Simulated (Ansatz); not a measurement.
Geometry optimisation, Ansatz 0.2.0, RKS PBE-D4/def2-SVP.

input.yaml

```yaml
crystal:
  periodic: [false, false, false]
  atoms:
    - { symbol: Si, position_ang: [0.0, 0.0, 0.0] }
    - { symbol: H, position_ang: [0.0, 0.0, 1.46] }
    - { symbol: H, position_ang: [1.3768, 0.0, -0.4862] }
    - { symbol: H, position_ang: [-0.6877, 1.1914, -0.4862] }
    - { symbol: O, position_ang: [-0.7913, -1.3709, -0.5594] }
    - { symbol: C, position_ang: [-1.5365, -2.2685, 0.2501] }
    - { symbol: H, position_ang: [-1.2251, -2.1576, 1.3097] }
    - { symbol: H, position_ang: [-2.6187, -2.04, 0.1571] }
    - { symbol: H, position_ang: [-1.349, -3.3106, -0.083] }
basis:
  gaussian: { orbitals: def2-SVP }
hamiltonian:
  xc: pbe
  dispersion: d4
relax:
  f_tol: 0.02
  max_steps: 40
output:
  orbitals: {}
```

Command:

```bash
$ ansatz run input.yaml --threads 1 --pin off --max-ram 2048MiB --backend cpu --events-out ev --progress --plain --runs-dir out
```

Q: Where does it end, and by what steps?

A: The forces met the threshold. The force dipped under the threshold on the way, but the program's further checks kept it going. After 7 steps the energy has fallen by 0.129 eV; O5 moved furthest, 0.56 Å.

| step | energy less start (eV) | largest force component (eV/Å) | accepted |
| --- | --- | --- | --- |
| 0 | 0.0000 | 0.951 | yes |
| 1 | -0.0725 | 0.270 | yes |
| 2 | -0.0823 | 0.117 | yes |
| 3 | -0.1056 | 0.058 | yes |
| 4 | -0.1094 | 0.465 | yes |
| 5 | -0.1281 | 0.062 | yes |
| 6 | -0.1292 | 0.020 | yes |
| 7 | -0.1295 | 0.010 | yes |

```xyz
9
Properties=species:S:1:pos:R:3
Si 0.051 -0.049 0.042
H 0.285 0.146 1.521
H 1.313 0.218 -0.719
H -1.029 0.913 -0.391
O -0.373 -1.638 -0.303
C -1.527 -2.247 0.243
H -1.507 -2.270 1.358
H -2.466 -1.733 -0.071
H -1.578 -3.296 -0.117
```

Whether the end is a true minimum wasn't checked by a vibrational analysis.

Time of the run: 16 s on 1 thread of Arm Neoverse V2, on a shared host, peak memory 0.13 GiB.
